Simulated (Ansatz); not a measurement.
Input file:

```yaml
crystal:
  periodic: [false, false, false]
  atoms:
    - {symbol: Al, position_ang: [0.000000, 0.000000, 0.000000]}
    - {symbol: As, position_ang: [0.000000, 0.000000, 2.421000]}
basis:
  gaussian: {orbitals: aug-cc-pVTZ}
total_charge: -1
magnetization: {spin_polarized: true, initial_magnetization: 5}
correlation: {method: ccsdt_q, electrons: outside_noble_gas}
```

```sh
$ ansatz run in.yaml --threads 2 --pin off --events-out ev --progress --plain --max-ram 24576MiB --backend cuda --devices 0, --max-vram 18GiB
```

The program prints:

```
1178 factors; integrals over basis functions are off by at most 1.6e-7 eV
mean field evaluation 1: about -67374.6798 eV, gradient 1.3e1 eV
mean field evaluation 2: about -67374.9329 eV, gradient 1.3e1 eV
mean field evaluation 4: about -67377.7350 eV, gradient 2.7e0 eV
mean field evaluation 8: about -67378.4714 eV, gradient 9.0e-1 eV
mean field evaluation 16: about -67378.5378 eV, gradient 6.7e-4 eV
mean field evaluation 32: about -67376.4322 eV, gradient 6.0e0 eV
mean field evaluation 64: about -67377.5864 eV, gradient 4.7e-1 eV
mean field evaluation 96: about -67377.5395 eV, gradient 1.9e-2 eV
mean field evaluation 128: about -67377.4536 eV, gradient 1.8e0 eV
mean field evaluation 160: about -67375.6737 eV, gradient 6.0e0 eV
...
cycle  11  -4.45754357 eV  change    2.6e-5 eV  update   9.2e-5
cycle  12  -4.45757168 eV  change   -2.8e-5 eV  update   4.3e-5
cycle  13  -4.45761506 eV  change   -4.3e-5 eV  update   2.5e-5
cycle  14  -4.45763956 eV  change   -2.5e-5 eV  update   1.2e-5
cycle  15  -4.45763567 eV  change    3.9e-6 eV  update   6.7e-6
cycle  16  -4.45762845 eV  change    7.2e-6 eV  update   3.9e-6
cycle  17  -4.45762671 eV  change    1.7e-6 eV  update   2.1e-6
cycle  18  -4.45762643 eV  change    2.8e-7 eV  update   1.3e-6
cycle  19  -4.45762681 eV  change   -3.8e-7 eV  update   6.7e-7
cycle  20  -4.45762756 eV  change   -7.5e-7 eV  update   4.2e-7
perturbative correction -0.01362602 eV, -0.0005007469 hartree
Total energy: -67383.00902551 eV, -2476.2799078436 hartree
```

Ran on 2 threads of AMD EPYC 7R13 with a shared H100 80 GB, shared host: 17 s wall, 0.98 GiB peak host memory.
